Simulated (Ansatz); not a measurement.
# CF+ (triplet): RPA-PBE over a scan of the distance C1–F2, 6-31G

Aim: run CF+ (triplet) with these functionals over a scan of the distance C1–F2, and hold them against the top wave-function level at the same points.

Method: 6-31G, all electrons in the functionals, frozen cores in the correlation of double hybrids and RPA; program: Ansatz 0.2.0, Gaussian basis.

Plan: RPA-PBE, at 0.972 Å; 1.077 Å; 1.207 Å; 1.316 Å; 1.471 Å; 1.684 Å; 1.884 Å; 2.246 Å; 2.631 Å; 3.254 Å; 4.073 Å.

19 further runs of the same task are left out: 17 that didn't finish, 2 set aside as unsound or not needed. Runs told in other sessions of the task aren't counted.

### Step 1. What is computed

The geometry derives from a PBE0/def2-TZVP stationary point (not a proven minimum). One bond is set to the value named and the two fragments are kept rigid.

2 atoms, charge 1, spin multiplicity 3.

Atoms are counted from 1 here; the program's logs count them from 0.

Bond lengths: C1–F2 1.207 Å.

No dispersion term is added.

The geometry shown and the zero of energy belong to the point 1.207 Å. The yardstick, FCI, and other wave-function levels (R restricted, U unrestricted, valence and pair active spaces) come from earlier runs.

### Step 2. RPA-PBE, 0.972 Å

Input file in.yaml:

```yaml
crystal:
  periodic: [false, false, false]
  atoms:
    - {symbol: C, position_ang: [0.000000, 0.000000, 0.000000]}
    - {symbol: F, position_ang: [0.000000, 0.000000, 0.972000]}
basis:
  gaussian: {orbitals: 6-31G}
total_charge: 1
magnetization: {spin_polarized: true, initial_magnetization: 2}
hamiltonian: {xc: {name: PBE}}
correlation: {method: rpa, electrons: outside_noble_gas}
```

Run with:

```
ansatz run in.yaml --threads 1 --pin off --events-out ev --progress --plain --max-ram 2393MiB
```

The runs that follow: RPA-PBE, 1.077 Å; RPA-PBE, 1.207 Å; RPA-PBE, 1.316 Å; RPA-PBE, 1.471 Å; RPA-PBE, 1.684 Å; RPA-PBE, 1.884 Å; RPA-PBE, 2.246 Å; RPA-PBE, 2.631 Å; RPA-PBE, 3.254 Å; RPA-PBE, 4.073 Å.

**Question.** What will the summary of the whole plan be? Wanted: span of the FCI curve; largest miss, RPA-PBE.

As calculated:

| quantity | value |
| --- | --- |
| span of the FCI curve | 129.0 kcal/mol |
| largest miss, RPA-PBE | -28.6 kcal/mol (4.073 Å) |

In words: RPA-PBE strays by up to 28.6 kcal/mol, at 4.073 Å. Functionals and the yardstick converge differently with the basis, so part of each miss in 6-31G is the basis.
